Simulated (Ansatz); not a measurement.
# CH4BO (SMILES [BH]OC): a chain of runs

Aim: a series of 14 runs (UHF/STO-3G, UHF/3-21G, UHF/6-31G*, UB3LYP/6-31G*, UMP2/6-31G*) of CH4BO. 

Program for the calculation: Ansatz 0.2.0.

## Step 1: The system as given

CH4BO: 7 atoms, total charge 0, spin state doublet. SMILES: `[BH]OC`. Geometry: relaxed at PBE0-D4/def2-TZVP. This is one conformer, not always the lowest. The run starts from this shape.

Bond lengths: B1–O2 1.320 Å, O2–C3 1.426 Å, B1–H4 1.207 Å, C3–H5 1.093 Å, C3–H6 1.090 Å, C3–H7 1.090 Å. Angles: B1–O2–C3 124.1°, O2–B1–H4 124.7°, O2–C3–H5 110.9°, O2–C3–H6 108.4°, O2–C3–H7 108.4°, H5–C3–H6 109.9°, H5–C3–H7 109.9°, H6–C3–H7 109.2°.

## Step 2: A geometry optimisation at UHF/STO-3G (start density atoms) (run 1)

Input file input.yaml:

```yaml
crystal:
  periodic: [false, false, false]
  atoms:
    - symbol: B
      position_ang: [-1.319600, -1.025700, -0.172900]
    - symbol: O
      position_ang: [-0.272400, -0.707100, 0.564500]
    - symbol: C
      position_ang: [0.642200, 0.338600, 0.243900]
    - symbol: H
      position_ang: [-1.628500, -0.474200, -1.201600]
    - symbol: H
      position_ang: [0.357800, 0.834000, -0.687600]
    - symbol: H
      position_ang: [0.643000, 1.059300, 1.062300]
    - symbol: H
      position_ang: [1.638900, -0.092800, 0.145600]
basis:
  gaussian:
    orbitals: STO-3G
magnetization:
  spin_polarized: true
  initial_magnetization: 1
relax:
  f_tol: 0.002
output: {orbitals: {seedname: orbitals}}
hamiltonian:
  xc: hf
```

Started as:

```console
$ ansatz run input.yaml --threads 1 --pin off --max-ram 3480MiB --events-out events.jsonl --progress --plain --runs-dir runs
```

What it wrote:

```text
Warning: RAYON_NUM_THREADS=1 ignored (pool sized by the plan → 1); use --threads N
The last accepted step is kept in runs//last_step.txt (removed where the run ends without a failure and the disk answers)
[... 50 lines left out ...]
Total energy: -3752.62164262 eV, -137.9063017478 hartree
[... 7 lines left out ...]
Dipole moment:     0.176483     0.199233    -0.058638 e Å
```

It took 3.3 s on 1 thread of Arm Neoverse V1, shared host; peak memory 0.1 GiB.

Step by step:

| step | energy from the first frame kept (eV) | largest force (eV/Å) |
| --- | --- | --- |
| 1 | 0.0000 | 1.3353 |
| 2 | -0.0381 | 0.2617 |
| 3 | -0.0398 | 0.1206 |
| 4 | -0.0402 | 0.0269 |
| 5 | -0.0402 | 0.0026 |
| 6 | -0.0402 | 0.0006 |

After the run. Bond lengths: B1–O2 1.325 Å, O2–C3 1.436 Å, B1–H4 1.167 Å, C3–H5 1.093 Å, C3–H6 1.094 Å, C3–H7 1.094 Å. Angles: B1–O2–C3 122.0°, O2–B1–H4 123.8°, O2–C3–H5 112.4°, O2–C3–H6 109.2°, O2–C3–H7 109.2°, H5–C3–H6 108.8°, H5–C3–H7 108.8°, H6–C3–H7 108.3°.

## Step 3: The harmonic vibrations at UHF/STO-3G (start density atoms) (run 2)

Input file in.yaml:

```yaml
basis:
  gaussian:
    orbitals: STO-3G
crystal:
  periodic: [false, false, false]
  atoms:
    - {symbol: B, position_ang: [-1.327454, -1.022423, -0.185464]}
    - {symbol: O, position_ang: [-0.284502, -0.727229, 0.576622]}
    - {symbol: C, position_ang: [0.628447, 0.329265, 0.240710]}
    - {symbol: H, position_ang: [-1.588576, -0.461319, -1.174479]}
    - {symbol: H, position_ang: [0.356118, 0.834044, -0.689498]}
    - {symbol: H, position_ang: [0.641875, 1.064600, 1.050476]}
    - {symbol: H, position_ang: [1.635491, -0.084839, 0.135834]}
magnetization:
  spin_polarized: true
  initial_magnetization: 1
hamiltonian:
  xc: hf
phonons:
  temperatures: {t_min: 298.15, t_max: 298.15, t_step: 1}
```

Started as:

```console
$ ansatz run in.yaml --threads 1 --pin off --max-ram 3480MiB --events-out events.jsonl --progress --plain --runs-dir runs
```

What it wrote:

```text
Warning: RAYON_NUM_THREADS=1 ignored (pool sized by the plan → 1); use --threads N
[... 232 lines left out ...]
Total energy: -3752.62165438 eV, -137.9063021803 hartree
[... 7 lines left out ...]
Dipole moment:     0.176482     0.199232    -0.058639 e Å
Vibrations: 99.69 470.51 687.64 1149.33 1228.50 1323.44 1350.19 1614.14 1752.81 1801.06 1806.14 3172.69 3527.76 3705.70 3712.72 cm⁻¹, zero-point energy 1.698727 eV
```

It took 7.8 s on 1 thread of Arm Neoverse V1, shared host.

## Step 4: The singlet cation: a single-point energy at UHF/STO-3G (start density atoms) (run 3)

Input file run.yaml:

```yaml
crystal:
  periodic: [false, false, false]
  atoms:
    - {symbol: B, position_ang: [-1.327454, -1.022423, -0.185464]}
    - {symbol: O, position_ang: [-0.284502, -0.727229, 0.576622]}
    - {symbol: C, position_ang: [0.628447, 0.329265, 0.240710]}
    - {symbol: H, position_ang: [-1.588576, -0.461319, -1.174479]}
    - {symbol: H, position_ang: [0.356118, 0.834044, -0.689498]}
    - {symbol: H, position_ang: [0.641875, 1.064600, 1.050476]}
    - {symbol: H, position_ang: [1.635491, -0.084839, 0.135834]}
basis:
  gaussian:
    orbitals: STO-3G
total_charge: 1
magnetization:
  spin_polarized: true
hamiltonian:
  xc: hf
```

Started as:

```console
$ ansatz run run.yaml --threads 1 --pin off --max-ram 3480MiB --events-out events.jsonl --progress --plain --runs-dir runs
```

What it wrote:

```text
Warning: RAYON_NUM_THREADS=1 ignored (pool sized by the plan → 1); use --threads N
Functional definition: HF
  name "HF"
  exchange = exact_x
  correlation = 0
262 factors; integrals over basis functions are off by at most 5.6e-5 eV
mean field evaluation 1: about -3742.5046 eV, gradient 2.3e1 eV
mean field evaluation 2: about -3742.6131 eV, gradient 2.3e1 eV
mean field evaluation 4: about -3746.5336 eV, gradient 1.5e0 eV
mean field evaluation 8: about -3746.5593 eV, gradient 3.9e-2 eV
mean field -3746.55926219 eV, -137.6835133764 hartree, gradient 8.5e-5 eV, S^2 0.000000; 0 other end points of the search recorded, 0 dependent functions left out
reference -3746.55926219 eV, -137.6835133764 hartree; 11, 11 occupied and 8, 8 virtual orbitals, 262 factors
Total energy: -3746.55926219 eV, -137.6835133764 hartree
```

Run time: 0.12 s. Hardware: 1 thread of Arm Neoverse V1, shared host.

Runs 4 to 13 aren't shown in full; the table further down has their settings and results.

## Step 5: Vibrational wavenumbers at UMP2/6-31G(d) (Cartesian functions, start density atoms) (run 14)

Input file run.yaml:

```yaml
basis:
  gaussian:
    orbitals: "6-31G*"
crystal:
  periodic: [false, false, false]
  atoms:
    - {symbol: B, position_ang: [-1.325960, -1.026734, -0.178496]}
    - {symbol: O, position_ang: [-0.270428, -0.720103, 0.582984]}
    - {symbol: C, position_ang: [0.643525, 0.341267, 0.241999]}
    - {symbol: H, position_ang: [-1.612887, -0.460891, -1.201364]}
    - {symbol: H, position_ang: [0.346793, 0.826804, -0.690551]}
    - {symbol: H, position_ang: [0.640945, 1.063401, 1.059353]}
    - {symbol: H, position_ang: [1.639412, -0.091644, 0.140275]}
phonons:
  temperatures: {t_min: 298.15, t_max: 298.15, t_step: 1}
total_charge: 0
correlation:
  method: mp2
magnetization:
  spin_polarized: true
  initial_magnetization: 1
```

Started as:

```console
$ ansatz run run.yaml --threads 1 --pin off --max-ram 3480MiB --events-out events.jsonl --progress --plain --runs-dir runs
```

What it wrote:

```text
Warning: RAYON_NUM_THREADS=1 ignored (pool sized by the plan → 1); use --threads N
[... 41 lines left out ...]
3 core orbitals not correlated: weight in the atoms' cores, before any rotation towards them, 1.000 or more for the frozen orbitals, at most 0.000 for the correlated occupied ones
[... 71 lines left out ...]
3 core orbitals not correlated: weight in the atoms' cores, before any rotation towards them, 1.000 or more for the frozen orbitals, at most 0.000 for the correlated occupied ones
[... 72 lines left out ...]
3 core orbitals not correlated: weight in the atoms' cores, before any rotation towards them, 1.000 or more for the frozen orbitals, at most 0.000 for the correlated occupied ones
[... 71 lines left out ...]
3 core orbitals not correlated: weight in the atoms' cores, before any rotation towards them, 1.000 or more for the frozen orbitals, at most 0.000 for the correlated occupied ones
[... 70 lines left out ...]
Dipole moment:     0.317130     0.353008    -0.099121 e Å
[... 1 line left out ...]
Checks for a lower state left out: cluster_reference
```

It took 45 s on 1 thread of Arm Neoverse V1, shared host; peak memory 0.12 GiB.

## Step 6: Overview of the runs

| run | level | task | walk f tol | partner | energy (Eh) | dipole moment (D) | ⟨S²⟩ | wall time |
| --- | --- | --- | --- | --- | --- | --- | --- | --- |
| 1 | UHF/STO-3G (start density atoms) | optimise | 0.002 | base | -137.906302 | 1.31 | 0.759 | 3.3 s |
| 2 | UHF/STO-3G (start density atoms) | frequencies | – | base | -137.906302 | 1.31 | 0.759 | 7.8 s |
| 3 | UHF/STO-3G (start density atoms) | energy | – | cation | -137.683513 | – | – | 0.12 s |
| 4 | UHF/STO-3G (start density atoms) | optimise | – | cation | -137.771999 | – | – | 5.7 s |
| 5 | UHF/3-21G (start density atoms) | optimise | 0.002 | base | -138.934731 | 2.55 | 0.755 | 4.2 s |
| 6 | UHF/3-21G (start density atoms) | frequencies | – | base | -138.934731 | 2.55 | 0.755 | 9.3 s |
| 7 | UHF/3-21G (start density atoms) | energy | – | cation | -138.651961 | – | – | 0.18 s |
| 8 | UHF/3-21G (start density atoms) | optimise | – | cation | -138.729816 | – | – | 5.4 s |
| 9 | UHF/6-31G* (Cartesian functions, start density atoms) | optimise | 0.002 | base | -139.704891 | 2.05 | 0.754 | 5.7 s |
| 10 | UHF/6-31G* (Cartesian functions, start density atoms) | frequencies | – | base | -139.704891 | 2.05 | 0.754 | 21 s |
| 11 | UB3LYP/6-31G* (Cartesian functions, start density atoms) | optimise | 0.002 | base | -140.535337 | 2.26 | 0.752 | 16 s |
| 12 | UB3LYP/6-31G* (Cartesian functions, start density atoms) | frequencies | – | base | -140.535337 | 2.26 | 0.752 | 58 s |
| 13 | UMP2/6-31G* (Cartesian functions, start density atoms) | optimise | 0.002 | base | -140.068979 | 2.33 | 0.754 | 11 s |
| 14 | UMP2/6-31G* (Cartesian functions, start density atoms) | frequencies | – | base | -140.068979 | 2.33 | 0.754 | 45 s |

## Step 7: Results

| quantity | value |
| --- | --- |
| run 14, UMP2/6-31G*: total energy | -140.06898 Eh |
| run 14, UMP2/6-31G*: dipole moment (correlated density) | 2.33 D |
| run 14, UMP2/6-31G*: correlation energy (3 core orbitals frozen) | -365.1 mEh |
| run 14, UMP2/6-31G*: ⟨S²⟩ of the reference determinant | 0.754 |
| run 14, UMP2/6-31G*: largest force on an atom | 0.000 eV/Å |
| run 14, UMP2/6-31G*: lowest harmonic wavenumber | 134 cm⁻¹ |
| run 14, UMP2/6-31G*: highest harmonic wavenumber | 3232 cm⁻¹ |
| run 14, UMP2/6-31G*: zero-point energy | 142.4 kJ/mol |
| vertical ionisation energy (to the singlet cation), UHF/STO-3G | 6.062 eV |
| vertical ionisation energy (to the singlet cation), UHF/3-21G | 7.695 eV |
| adiabatic ionisation energy (to the singlet cation, no zero-point term), UHF/STO-3G | 3.655 eV |
| adiabatic ionisation energy (to the singlet cation, no zero-point term), UHF/3-21G | 5.576 eV |

In words: At UHF/STO-3G: the vertical ionisation energy comes to 6.06 eV (585 kJ/mol). Only the singlet of the ionised species was computed; a triplet could lie lower. In a minimal basis such a difference can be off by several eV, whatever the method. At UHF/3-21G: removing an electron at fixed nuclei costs 7.69 eV (177 kcal/mol). At UHF/STO-3G: the adiabatic ionisation energy (to the singlet cation, no zero-point term) is 3.65 eV (84 kcal/mol). At UHF/3-21G: the adiabatic ionisation energy (to the singlet cation, no zero-point term) is 5.58 eV (129 kcal/mol). In runs 1, 2, 3, 4 the basis is minimal, so the values are rough. All runs together took 3.2 min, the longest 58 s.
